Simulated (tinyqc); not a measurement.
Worked calculation (part 2 of 2): ROHF in the sto-3g basis, for CH3, spin multiplicity 2. Computed by tinyqc, a small Python program that keeps every step (integrals from PySCF). Command: `OMP_NUM_THREADS=1 python tinyqc.py 24724 24725 out.jsonl` (the two numbers bound the seeds that draw the settings). One thread of a shared host (Intel(R) Xeon(R) Processor @ 2.60GHz), about 0.07 s of CPU time with the checks.

Geometry (angstrom):
```
atom,x,y,z
C,0.000000,0.000000,0.079000
H,1.355000,0.000000,0.000000
H,-0.678000,1.174000,0.000000
H,-0.678000,-1.174000,0.000000
```

## Iteration 1: diagonalisation and new density

effective F (hartree), lower triangle:
```
,1C 1s,1C 2s,1C 2px,1C 2py,1C 2pz,2H 1s,3H 1s,4H 1s
1C 1s,-10.378388
1C 2s,-2.839277,-1.106622
1C 2px,-0.000014,-0.000043,0.042008
1C 2py,0.000000,0.000000,0.000000,0.042079
1C 2pz,0.001178,0.021779,0.000006,0.000000,0.318941
2H 1s,-0.392730,-0.428079,-0.305520,0.000000,0.020632,-0.180079
3H 1s,-0.392102,-0.427677,0.152735,-0.264466,0.020614,-0.095478,-0.179900
4H 1s,-0.392102,-0.427677,0.152735,0.264466,0.020614,-0.095478,-0.095413,-0.179900
```

X, lower triangle:
```
,1C 1s,1C 2s,1C 2px,1C 2py,1C 2pz,2H 1s,3H 1s,4H 1s
1C 1s,1.027008
1C 2s,-0.149829,1.198763
1C 2px,-0.000010,0.000116,1.094907
1C 2py,0.000000,0.000000,0.000000,1.094756
1C 2pz,0.001219,-0.010370,-0.000008,0.000000,1.000616
2H 1s,0.020635,-0.208880,-0.223822,0.000000,0.012468,1.120758
3H 1s,0.020618,-0.208596,0.111816,-0.193604,0.012447,-0.014305,1.120501
4H 1s,0.020618,-0.208596,0.111816,0.193604,0.012447,-0.014305,-0.014285,1.120501
```

Diagonalise F' = X^T F X, C = X C', fill 5 alpha and 4 beta electrons from the bottom; D(s) = C_occ C_occ^T. Each column has its largest component positive (the first on a tie).

F' = X^T F X (hartree), lower triangle:
```
,1,2,3,4,5,6,7,8
1,-10.140005
2,-1.574708,-0.283450
3,-0.000035,0.000155,0.268554
4,0.000000,0.000000,0.000000,0.268311
5,0.002953,0.000255,-0.000010,0.000000,0.320488
6,-0.010494,-0.312519,-0.391486,0.000000,0.022995,0.087039
7,-0.010366,-0.312149,0.195646,-0.338733,0.022963,-0.040087,0.086728
8,-0.010366,-0.312149,0.195646,0.338733,0.022963,-0.040087,-0.040041,0.086728
```

orbital energies (hartree): MO1 -10.386459, MO2 -0.548123, MO3 -0.286789, MO4 -0.286699, MO5 0.317187, MO6 0.521115, MO7 0.681780, MO8 0.682381

coefficients C:
```
,MO1,MO2,MO3,MO4,MO5,MO6,MO7,MO8
1C 1s,0.991824,-0.203218,0.000015,0.000000,-0.037862,-0.228091,0.000000,-0.000497
1C 2s,0.033673,0.620763,-0.000127,0.000000,0.165903,1.084543,0.000000,0.002531
1C 2px,0.000005,0.000047,0.508015,0.000000,-0.000059,-0.001969,0.000000,1.007889
1C 2py,0.000000,0.000000,0.000000,0.508040,0.000000,0.000000,1.007646,0.000000
1C 2pz,-0.000500,-0.024123,-0.000001,0.000000,0.986827,-0.165521,0.000000,-0.000289
2H 1s,-0.005727,0.285110,0.555149,0.000000,-0.064478,-0.595496,0.000000,-0.776229
3H 1s,-0.005720,0.284916,-0.277773,0.480942,-0.064533,-0.597492,-0.670856,0.386170
4H 1s,-0.005720,0.284916,-0.277773,-0.480942,-0.064533,-0.597492,0.670856,0.386170
```

D(alpha) after iteration 1, lower triangle:
```
,1C 1s,1C 2s,1C 2px,1C 2py,1C 2pz,2H 1s,3H 1s,4H 1s
1C 1s,1.026446
1C 2s,-0.099034,0.414005
1C 2px,0.000005,-0.000045,0.258080
1C 2py,0.000000,0.000000,0.000000,0.258105
1C 2pz,-0.032957,0.148726,-0.000060,0.000000,0.974410
2H 1s,-0.061169,0.166026,0.282042,0.000000,-0.070504,0.393668
3H 1s,-0.061134,0.166002,-0.141096,0.244338,-0.070553,-0.068780,0.393837
4H 1s,-0.061134,0.166002,-0.141096,-0.244338,-0.070553,-0.068780,-0.068773,0.393837
```

D(beta) after iteration 1, lower triangle:
```
,1C 1s,1C 2s,1C 2px,1C 2py,1C 2pz,2H 1s,3H 1s,4H 1s
1C 1s,1.025012
1C 2s,-0.092753,0.386481
1C 2px,0.000003,-0.000035,0.258080
1C 2py,0.000000,0.000000,0.000000,0.258105
1C 2pz,0.004407,-0.014992,-0.000002,0.000000,0.000582
2H 1s,-0.063611,0.176723,0.282038,0.000000,-0.006876,0.389511
3H 1s,-0.063578,0.176708,-0.141100,0.244338,-0.006870,-0.072940,0.389673
4H 1s,-0.063578,0.176708,-0.141100,-0.244338,-0.006870,-0.072940,-0.072937,0.389673
```

## Iteration 2: building the Fock matrix

core Hamiltonian H = T + V (hartree), lower triangle:
```
,1C 1s,1C 2s,1C 2px,1C 2py,1C 2pz,2H 1s,3H 1s,4H 1s
1C 1s,-18.930834
1C 2s,-4.568508,-5.877530
1C 2px,-0.000009,-0.000085,-4.868816
1C 2py,0.000000,0.000000,0.000000,-4.868684
1C 2pz,0.001905,0.021243,0.000007,0.000000,-4.751115
2H 1s,-0.625379,-1.714349,-1.555164,0.000000,0.094176,-3.239365
3H 1s,-0.624377,-1.712414,0.777032,-1.345490,0.094042,-0.306377,-3.238162
4H 1s,-0.624377,-1.712414,0.777032,1.345490,0.094042,-0.306377,-0.306122,-3.238162
```

nuclear repulsion = 7.69148000 hartree

Given earlier and not repeated: Two-electron integrals (ij|kl) in chemists' order.

J_ij = sum D_kl (ij|kl) with D = D(alpha) + D(beta), K_ij = sum D_kl (ik|jl) for each spin; F = H + J - K(s); E = tr D H + tr D J / 2 - 0.5 sum_s tr D(s) K(s) + E_nn.

Coulomb J (hartree), lower triangle:
```
,1C 1s,1C 2s,1C 2px,1C 2py,1C 2pz,2H 1s,3H 1s,4H 1s
1C 1s,11.365655
1C 2s,2.195491,5.223849
1C 2px,0.000008,0.000038,5.247107
1C 2py,0.000000,0.000000,0.000000,5.247034
1C 2pz,0.002129,-0.001870,-0.000008,0.000000,5.160351
2H 1s,0.297915,1.535048,1.512442,0.000000,-0.088334,3.500168
3H 1s,0.297436,1.533338,-0.755683,1.308513,-0.088205,0.265233,3.499212
4H 1s,0.297436,1.533338,-0.755683,-1.308513,-0.088205,0.265233,0.265019,3.499212
```

exchange K(alpha) (hartree), lower triangle:
```
,1C 1s,1C 2s,1C 2px,1C 2py,1C 2pz,2H 1s,3H 1s,4H 1s
1C 1s,3.587379
1C 2s,0.636716,0.825074
1C 2px,0.000001,0.000075,0.563385
1C 2py,0.000000,0.000000,0.000000,0.563220
1C 2pz,-0.000422,0.050670,-0.000046,0.000000,0.795441
2H 1s,0.089585,0.337848,0.335708,0.000000,-0.023193,0.574753
3H 1s,0.089445,0.337540,-0.167794,0.290550,-0.023182,0.054652,0.574590
4H 1s,0.089445,0.337540,-0.167794,-0.290550,-0.023182,0.054652,0.054607,0.574590
```

exchange K(beta) (hartree), lower triangle:
```
,1C 1s,1C 2s,1C 2px,1C 2py,1C 2pz,2H 1s,3H 1s,4H 1s
1C 1s,3.566430
1C 2s,0.606809,0.683752
1C 2px,0.000001,0.000079,0.526368
1C 2py,0.000000,0.000000,0.000000,0.526203
1C 2pz,-0.000245,-0.026945,-0.000010,0.000000,0.134245
2H 1s,0.084688,0.311624,0.328928,0.000000,-0.017246,0.565083
3H 1s,0.084555,0.311351,-0.164408,0.284686,-0.017224,0.049447,0.564934
4H 1s,0.084555,0.311351,-0.164408,-0.284686,-0.017224,0.049447,0.049408,0.564934
```

F(alpha) (hartree), lower triangle:
```
,1C 1s,1C 2s,1C 2px,1C 2py,1C 2pz,2H 1s,3H 1s,4H 1s
1C 1s,-11.152558
1C 2s,-3.009732,-1.478755
1C 2px,-0.000002,-0.000122,-0.185095
1C 2py,0.000000,0.000000,0.000000,-0.184870
1C 2pz,0.004456,-0.031298,0.000045,0.000000,-0.386205
2H 1s,-0.417049,-0.517149,-0.378430,0.000000,0.029035,-0.313950
3H 1s,-0.416386,-0.516617,0.189143,-0.327526,0.029018,-0.095796,-0.313540
4H 1s,-0.416386,-0.516617,0.189143,0.327526,0.029018,-0.095796,-0.095710,-0.313540
```

F(beta) (hartree), lower triangle:
```
,1C 1s,1C 2s,1C 2px,1C 2py,1C 2pz,2H 1s,3H 1s,4H 1s
1C 1s,-11.131610
1C 2s,-2.979826,-1.337433
1C 2px,-0.000002,-0.000126,-0.148077
1C 2py,0.000000,0.000000,0.000000,-0.147853
1C 2pz,0.004279,0.046317,0.000009,0.000000,0.274991
2H 1s,-0.412153,-0.490925,-0.371651,0.000000,0.023088,-0.304280
3H 1s,-0.411497,-0.490428,0.185757,-0.321663,0.023060,-0.090592,-0.303885
4H 1s,-0.411497,-0.490428,0.185757,0.321663,0.023060,-0.090592,-0.090511,-0.303885
```

total energy of this density = -38.91025892 hartree

## Iteration 2: Roothaan effective Fock matrix

overlap S, lower triangle:
```
,1C 1s,1C 2s,1C 2px,1C 2py,1C 2pz,2H 1s,3H 1s,4H 1s
1C 1s,1.000000
1C 2s,0.248362,1.000000
1C 2px,0.000000,0.000000,1.000000
1C 2py,0.000000,0.000000,0.000000,1.000000
1C 2pz,0.000000,0.000000,0.000000,0.000000,1.000000
2H 1s,0.033659,0.349442,0.366061,0.000000,-0.021342,1.000000
3H 1s,0.033605,0.349102,-0.182932,0.316758,-0.021315,0.065538,1.000000
4H 1s,0.033605,0.349102,-0.182932,-0.316758,-0.021315,0.065538,0.065494,1.000000
```

With projectors Pc = D(beta) S, Po = (D(alpha) - D(beta)) S, Pv = 1 - D(alpha) S, the block xy is Px^T F Py; with Fc = (F(alpha) + F(beta))/2, the blocks are Fc for cc, oo, vv and cv, F(beta) for co and F(alpha) for ov.

effective F (hartree), lower triangle:
```
,1C 1s,1C 2s,1C 2px,1C 2py,1C 2pz,2H 1s,3H 1s,4H 1s
1C 1s,-11.142100
1C 2s,-2.994614,-1.404801
1C 2px,-0.000002,-0.000126,-0.166586
1C 2py,0.000000,0.000000,0.000000,-0.166362
1C 2pz,0.006865,0.025767,0.000017,0.000000,-0.057731
2H 1s,-0.414727,-0.503846,-0.375040,0.000000,0.035929,-0.309855
3H 1s,-0.414067,-0.503332,0.187450,-0.324595,0.035907,-0.093934,-0.309453
4H 1s,-0.414067,-0.503332,0.187450,0.324595,0.035907,-0.093934,-0.093851,-0.309453
```

## Iteration 2: DIIS over 2 matrices

error matrix X^T (FDS - SDF) X:
```
,1,2,3,4,5,6,7,8
1,0.000000,-0.056290,-0.000019,0.000000,0.001087,0.051276,0.051241,0.051241
2,0.056290,0.000000,0.000033,0.000000,-0.010409,-0.116774,-0.116742,-0.116742
3,0.000019,-0.000033,0.000000,0.000000,-0.000008,-0.064319,0.032183,0.032183
4,0.000000,0.000000,0.000000,0.000000,0.000000,0.000000,-0.055709,0.055709
5,-0.001087,0.010409,0.000008,0.000000,0.000000,0.020142,0.020156,0.020156
6,-0.051276,0.116774,0.064319,0.000000,-0.020142,0.000000,0.000027,0.000027
7,-0.051241,0.116742,-0.032183,0.055709,-0.020156,-0.000027,0.000000,0.000000
8,-0.051241,0.116742,-0.032183,-0.055709,-0.020156,-0.000027,0.000000,0.000000
```

B (overlaps of the stored error matrices):
```
,1,2
1,1.7459581e+00,-1.9887983e-01
2,-1.9887983e-01,1.3137189e-01
```

Minimise |sum c_i e_i|^2 with sum c_i = 1: solve [B -1; -1 0][c; lambda] = [0; -1] with B_ij = tr e_i^T e_j, and take F = sum c_i F_i.

DIIS coefficients: 0.145160  0.854840

extrapolated F (hartree), lower triangle:
```
,1C 1s,1C 2s,1C 2px,1C 2py,1C 2pz,2H 1s,3H 1s,4H 1s
1C 1s,-11.031240
1C 2s,-2.972065,-1.361517
1C 2px,-0.000004,-0.000114,-0.136306
1C 2py,0.000000,0.000000,0.000000,-0.136104
1C 2pz,0.006040,0.025188,0.000016,0.000000,-0.003054
2H 1s,-0.411533,-0.492848,-0.364949,0.000000,0.033709,-0.291017
3H 1s,-0.410878,-0.492350,0.182410,-0.315866,0.033687,-0.094158,-0.290647
4H 1s,-0.410878,-0.492350,0.182410,0.315866,0.033687,-0.094158,-0.094078,-0.290647
```

## Iteration 2: diagonalisation and new density

As before.

F' = X^T F X (hartree), lower triangle:
```
,1,2,3,4,5,6,7,8
1,-10.794767
2,-1.592206,-0.537165
3,-0.000012,0.000066,0.090021
4,0.000000,0.000000,0.000000,0.089934
5,0.007679,-0.000707,0.000001,0.000000,-0.001012
6,-0.015459,-0.319501,-0.397580,0.000000,0.031878,-0.012443
7,-0.015317,-0.319160,0.198706,-0.344051,0.031855,-0.026850,-0.012557
8,-0.015317,-0.319160,0.198706,0.344051,0.031855,-0.026850,-0.026806,-0.012557
```

orbital energies (hartree): MO1 -11.037324, MO2 -0.736749, MO3 -0.436130, MO4 -0.435939, MO5 -0.004600, MO6 0.379540, MO7 0.540122, MO8 0.540534

coefficients C:
```
,MO1,MO2,MO3,MO4,MO5,MO6,MO7,MO8
1C 1s,0.993086,-0.218417,0.000077,0.000000,-0.032203,-0.208585,0.000000,-0.000306
1C 2s,0.028611,0.708684,-0.000340,0.000000,0.141741,1.033005,0.000000,0.001686
1C 2px,0.000003,0.000180,0.542488,0.000000,-0.000020,-0.001199,0.000000,0.989762
1C 2py,0.000000,0.000000,0.000000,0.542521,0.000000,0.000000,0.989508,0.000000
1C 2pz,-0.000868,-0.039768,0.000012,0.000000,0.990489,-0.138406,0.000000,-0.000173
2H 1s,-0.004723,0.234627,0.528064,0.000000,-0.048676,-0.619071,0.000000,-0.794527
3H 1s,-0.004718,0.234292,-0.264255,0.457497,-0.048700,-0.620312,-0.687058,0.395920
4H 1s,-0.004718,0.234292,-0.264255,-0.457497,-0.048700,-0.620312,0.687058,0.395920
```

D(alpha) after iteration 2, lower triangle:
```
,1C 1s,1C 2s,1C 2px,1C 2py,1C 2pz,2H 1s,3H 1s,4H 1s
1C 1s,1.034963
1C 2s,-0.130940,0.523143
1C 2px,0.000006,-0.000059,0.294294
1C 2py,0.000000,0.000000,0.000000,0.294329
1C 2pz,-0.024072,0.112185,-0.000020,0.000000,0.982651
2H 1s,-0.054328,0.159062,0.286512,0.000000,-0.057533,0.336294
3H 1s,-0.054310,0.159091,-0.143312,0.248202,-0.057553,-0.082180,0.336421
4H 1s,-0.054310,0.159091,-0.143312,-0.248202,-0.057553,-0.082180,-0.082186,0.336421
```

D(beta) after iteration 2, lower triangle:
```
,1C 1s,1C 2s,1C 2px,1C 2py,1C 2pz,2H 1s,3H 1s,4H 1s
1C 1s,1.033926
1C 2s,-0.126376,0.503052
1C 2px,0.000006,-0.000057,0.294294
1C 2py,0.000000,0.000000,0.000000,0.294329
1C 2pz,0.007824,-0.028208,0.000000,0.000000,0.001582
2H 1s,-0.055896,0.165962,0.286511,0.000000,-0.009320,0.333924
3H 1s,-0.055879,0.165994,-0.143313,0.248202,-0.009317,-0.084550,0.334049
4H 1s,-0.055879,0.165994,-0.143313,-0.248202,-0.009317,-0.084550,-0.084558,0.334049
```

## Iteration 8 (converged): orbitals

converged F (hartree), lower triangle:
```
,1C 1s,1C 2s,1C 2px,1C 2py,1C 2pz,2H 1s,3H 1s,4H 1s
1C 1s,-10.991353
1C 2s,-2.957476,-1.378272
1C 2px,-0.000004,-0.000113,-0.110501
1C 2py,0.000000,0.000000,0.000000,-0.110276
1C 2pz,0.004103,0.026331,0.000011,0.000000,0.009186
2H 1s,-0.410112,-0.490445,-0.362729,0.000000,0.031403,-0.284619
3H 1s,-0.409459,-0.489954,0.181300,-0.313949,0.031377,-0.084934,-0.284253
4H 1s,-0.409459,-0.489954,0.181300,0.313949,0.031377,-0.084934,-0.084849,-0.284253
```

As before.

F' = X^T F X (hartree), lower triangle:
```
,1,2,3,4,5,6,7,8
1,-10.757400
2,-1.577862,-0.565737
3,-0.000012,0.000065,0.119113
4,0.000000,0.000000,0.000000,0.119051
5,0.005313,0.002440,-0.000005,0.000000,0.011049
6,-0.016613,-0.317000,-0.400262,0.000000,0.029485,-0.006767
7,-0.016468,-0.316675,0.200043,-0.346377,0.029456,-0.017777,-0.006880
8,-0.016468,-0.316675,0.200043,0.346377,0.029456,-0.017777,-0.017730,-0.006880
```

orbital energies (hartree): MO1 -10.997211, MO2 -0.742392, MO3 -0.428068, MO4 -0.427879, MO5 0.008187, MO6 0.376962, MO7 0.557780, MO8 0.558170

coefficients C:
```
,MO1,MO2,MO3,MO4,MO5,MO6,MO7,MO8
1C 1s,0.993199,-0.223487,0.000077,0.000000,-0.029829,-0.202953,0.000000,-0.000260
1C 2s,0.028129,0.734927,-0.000352,0.000000,0.131218,1.015931,0.000000,0.001468
1C 2px,0.000003,0.000170,0.526418,0.000000,0.000000,-0.001019,0.000000,0.998402
1C 2py,0.000000,0.000000,0.000000,0.526432,0.000000,0.000000,0.998161,0.000000
1C 2pz,-0.000690,-0.038103,0.000009,0.000000,0.991588,-0.130797,0.000000,-0.000157
2H 1s,-0.004571,0.218839,0.540845,0.000000,-0.045663,-0.625186,0.000000,-0.785779
3H 1s,-0.004566,0.218529,-0.270615,0.468559,-0.045669,-0.626202,-0.679562,0.391705
4H 1s,-0.004566,0.218529,-0.270615,-0.468559,-0.045669,-0.626202,0.679562,0.391705
```

D(alpha) after iteration 8, lower triangle:
```
,1C 1s,1C 2s,1C 2px,1C 2py,1C 2pz,2H 1s,3H 1s,4H 1s
1C 1s,1.037281
1C 2s,-0.140223,0.558127
1C 2px,0.000006,-0.000060,0.277116
1C 2py,0.000000,0.000000,0.000000,0.277131
1C 2pz,-0.021749,0.102092,-0.000001,0.000000,0.984699
2H 1s,-0.052044,0.154520,0.284747,0.000000,-0.053609,0.342510
3H 1s,-0.052032,0.154577,-0.142420,0.246665,-0.053610,-0.096432,0.342642
4H 1s,-0.052032,0.154577,-0.142420,-0.246665,-0.053610,-0.096432,-0.096454,0.342642
```

D(beta) after iteration 8, lower triangle:
```
,1C 1s,1C 2s,1C 2px,1C 2py,1C 2pz,2H 1s,3H 1s,4H 1s
1C 1s,1.036391
1C 2s,-0.136309,0.540909
1C 2px,0.000006,-0.000060,0.277116
1C 2py,0.000000,0.000000,0.000000,0.277131
1C 2pz,0.007830,-0.028022,-0.000002,0.000000,0.001452
2H 1s,-0.053406,0.160512,0.284747,0.000000,-0.008330,0.340424
3H 1s,-0.053394,0.160569,-0.142420,0.246665,-0.008326,-0.098517,0.340556
4H 1s,-0.053394,0.160569,-0.142420,-0.246665,-0.008326,-0.098517,-0.098539,0.340556
```

## Convergence

Stop when the energy changes by less than 1e-09 hartree and every element of the error matrix X^T (F D S - S D F) X is below 9e-06.

Course of the cycle:
```
iteration,E (hartree),change,largest element of the error matrix
1,-38.54590097,-,4.84e-01
2,-38.91025892,-3.64e-01,1.17e-01
3,-38.93550273,-2.52e-02,2.00e-02
4,-38.93711380,-1.61e-03,4.07e-03
5,-38.93716916,-5.54e-05,5.78e-04
6,-38.93717040,-1.24e-06,6.10e-05
7,-38.93717042,-1.64e-08,3.22e-06
8,-38.93717042,-2.96e-11,1.75e-07
```

PySCF ROHF in the same basis = -38.93717042 hartree

Converged in 8 iterations.

## Populations, bond orders and dipole

Mulliken: Z minus the diagonal of D S on the atom; Loewdin: the same with S^(1/2) D S^(1/2); Mayer order: 2 sum_s sum (D(s) S)_ij (D(s) S)_ji over the two atoms.

Charges (e):
```
atom,Mulliken,Loewdin,Mulliken spin
1C,-0.078656,-0.032042,0.996167
2H,0.026291,0.010734,0.001277
3H,0.026182,0.010654,0.001278
4H,0.026182,0.010654,0.001278
```

Mayer bond orders:
```
pair,order
2-1,0.948517
3-1,0.948511
3-2,0.025395
4-1,0.948511
4-2,0.025395
4-3,0.025406
```

dipole moment about the origin, x y z (debye): 0.000486  0.000000  -0.097154
